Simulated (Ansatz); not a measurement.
**[H···H···GeH3], doublet along the distance H1-H2**

Starting geometry:

```xyz
6

H    -2.8380    0.0000    0.0000
H    -2.0930    0.0000    0.0000
Ge    0.0470    0.0000    0.0000
H     0.5156   -1.4659    0.0000
H     0.5156    0.7330   -1.2695
H     0.5156    0.7330    1.2695
```

From there H2 is moved from one fragment to the other while all else, the fragments' distance too, stays fixed; atoms are numbered as listed. Energies are in eV, counted from the starting geometry at the same level.

Basis cc-pVDZ; Ansatz 0.2.0. Only valence electrons are correlated (noble-gas cores and the filled d shells of p-block atoms frozen). R marks a restricted (for open shells ROHF) determinant, U an unrestricted one. Active spaces: valence = (9e, 9o) chosen from the atoms' valence shells. No spin–orbit coupling is included, and no scalar relativity.

Runs in a small pair space aren't shown, since their orbitals change along the scan.

Full CI isn't at hand for all of this; UCCSDT(Q) serves as the reference, and is uncertain by about the last step of the cluster series. The frozen core follows each run's orbitals, which can shift R against U totals by a few meV for light atoms and by up to 0.1 eV past Ca.

| distance H1-H2 (Å) | UCCSDT(Q) | error RHF | error UHF | error UMP2 | error RCCSD(T) | error UCCSD(T) | error MRCISD+Q (valence space) |
| --- | --- | --- | --- | --- | --- | --- | --- |
| 0.693 | 0.083 | -0.042 | -0.032 | -0.012 | 0.000 | 0.000 | -0.001 |
| 0.745 | 0.000 | 0.000 | 0.000 | 0.000 | 0.000 | 0.000 | 0.000 |
| 0.832 | 0.055 | 0.078 | 0.048 | 0.023 | 0.000 | 0.001 | 0.001 |
| 0.919 | 0.226 | 0.165 | 0.078 | 0.049 | 0.001 | 0.002 | 0.002 |
| 1.006 | 0.407 | 0.235 | 0.072 | 0.066 | 0.001 | 0.004 | 0.002 |
| 1.094 | 0.531 | 0.199 | 0.028 | 0.054 | 0.001 | 0.004 | 0.002 |
| 1.181 | 0.580 | 0.057 | -0.039 | 0.017 | 0.001 | 0.003 | 0.003 |
| 1.268 | 0.588 | -0.082 | -0.111 | -0.023 | -0.001 | 0.002 | 0.004 |
| 1.355 | 0.617 | -0.187 | -0.174 | -0.056 | -0.003 | 0.000 | 0.004 |

Errors are those of relative energies. In total energy the starting point itself misses UCCSDT(Q) by: RHF 4.385, UHF 4.312, UMP2 1.006, RCCSD(T) 0.023, UCCSD(T) 0.019, MRCISD+Q (valence space) 0.011 eV.

Spread of the error over the points with a reference, to 1.355 Å (largest less smallest): RCCSD(T) 0.005, UCCSD(T) 0.005, MRCISD+Q (valence space) 0.005, UMP2 0.121, UHF 0.251, RHF 0.422 eV.
